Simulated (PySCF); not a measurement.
## Structure elucidation problem

An unknown has the formula C3H6. Its calculated NMR data are:

1H NMR (400 MHz, computed): δ 0.26 (s, 6H).

13C{1H} NMR (computed): δ -1.3 (CH2).

Theory: GFN2-xTB structure, J: B3LYP/pcJ-1, GIAO PBE0/pcSseg-1 shieldings, in PySCF (equivalent nuclei averaged, no solvent model, single conformer, non-relativistic).

References, each an isolated molecule treated in the same way: 1H and 13C against TMS.

Task: Propose a structure and justify it.

Result: 
1. Rings plus π bonds: 1 (1 ring in the answer).
2. 1 carbon signal for 3 carbons: some carbons are equivalent by symmetry or fast rotation.
3. Carbon types of the structure: 3 × CH2, which accounts for all hydrogens.
4. δC -1.3: three-membered-ring carbon; carbons of three-membered rings are unusually shielded.
5. δH 0.26: hydrogen on a three-membered-ring carbon; cyclopropane-type protons are shielded by the ring.

The compound is `C1CC1`.

Shifts are as computed. Against solution values, carbons near 30 ppm lie about +3 ppm off and those near 130 ppm about +5 ppm. Of 1211 compounds with measured shifts, 218 miss one by over three times the rms of a fit or turn the order of signals round; such compounds aren't used in these exercises.
